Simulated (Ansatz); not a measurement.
What does this script print? It uses the Ansatz DFT code, driven from Python.

The script, `cas.py`:
```python
# -*- coding: utf-8 -*-
'''Static correlation in HLi: natural occupations of an active space.'''

import ansatz as az


def main():
    system = (
        az.Crystal.molecule()
        .atom('Li', (0.0, 0.0, 0.0))
        .atom('H', (0.0, 0.0, 1.605))
    )

    model = (
        system.calculation()
        .basis(gaussian='def2-SVP')
        .correlation(active_electrons=4, active_orbitals=4)
    )
    for method in [None, 'sc_nevpt2', 'fic_mrcisd_q']:
        report = (model if method is None else model.correlation(method)).run(threads=1, backend='cpu').report
        space = report['configurations']
        state = space['states'][0]
        print(method or 'casscf', f'total {report["free_energy_ev"] / 27.211386246:.6f} Ha, active-space state {state["energy"]["hartree"]:.6f} Ha, mean field {report["reference_energy_ev"] / 27.211386246:.6f} Ha')
        print('  determinants', state['n_determinants'], ' natural occupations', [round(n, 3) for n in space['natural_occupations']])
    print('effectively unpaired electrons, sum of min(n, 2 - n):', round(sum(min(n, 2 - n) for n in space['natural_occupations']), 3))


if __name__ == '__main__':
    main()
```

```console
$ python cas.py
casscf total -7.998586 Ha, active-space state -7.998586 Ha, mean field -7.978678 Ha
  determinants 36  natural occupations [2.0, 1.96, 0.035, 0.004]
sc_nevpt2 total -8.004801 Ha, active-space state -7.998586 Ha, mean field -7.978678 Ha
  determinants 36  natural occupations [2.0, 1.96, 0.035, 0.004]
fic_mrcisd_q total -8.007879 Ha, active-space state -7.998586 Ha, mean field -7.978678 Ha
  determinants 36  natural occupations [2.0, 1.96, 0.035, 0.004]
effectively unpaired electrons, sum of min(n, 2 - n): 0.079
```

The geometry is a force-field or estimated start, not a minimum of this method, and the basis set is short of its limit. The active space starts as a window about the frontier orbitals and is then optimised, not chosen by chemistry. It ran for 0.9 s on 1 thread of Intel(R) Xeon(R) Platinum 8375C CPU @ 2.90GHz (Ice Lake), on a shared host, peak memory 0.14 GiB.

(A comment or docstring line of the script was reworded after the run, the code is as it ran; lines on the test bed's own set-up are left out of the output.)
